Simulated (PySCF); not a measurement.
C5H4S.
Bonds: C1–C2 (triple), C2–C3, C3–S4 (double), C3–C5, C5–C6 (double). Hydrogens: H7 on C1; H8 on C5; H9, H10 on C6.

Method: PBE0-D3(BJ)/def2-SVP geometry optimisation, gas phase (PySCF 2.14.0).

**Question.** What internal coordinates does the optimisation give?

**Answer.** 
| bond | length (bohr) |
| --- | --- |
| C1≡C2 | 2.295 |
| C2–C3 | 2.697 |
| C3=S4 | 3.104 |
| C3–C5 | 2.765 |
| C5=C6 | 2.535 |
| C1–H7 | 2.032 |
| C5–H8 | 2.067 |
| C6–H9 | 2.067 |
| C6–H10 | 2.064 |

A selection of angles:
| angle | degrees |
| --- | --- |
| C2–C1–H7 | 178.2 |
| C1–C2–C3 | 179.9 |
| C2–C3–S4 | 120.2 |
| C2–C3–C5 | 118.2 |
| S4–C3–C5 | 121.6 |
| C3–C5–C6 | 124.3 |
| C3–C5–H8 | 114.3 |
| C6–C5–H8 | 121.3 |
| C5–C6–H9 | 121.4 |
| C5–C6–H10 | 120.9 |
| H9–C6–H10 | 117.7 |

Dihedral angles: C2–C3–C5–C6 0° (synperiplanar).

Of the pairs four or more bonds apart, C2···H9 is among the closest relative to their van der Waals radii: 2.59 Å, 89 % of the sum of Bondi's values. The C–C distances run from 1.215 Å (C1≡C2, drawn triple) to 1.463 Å (C3–C5, drawn single), a spread of 0.248 Å. The 6 heavy atoms lie in one plane (0.001 Å rms).

Point group: Cs (tolerance 0.08 Å). No PBE0-D3(BJ)/def2-SVP frequencies stand behind this structure, so it isn't proved a minimum. The numbers are those of one conformer.
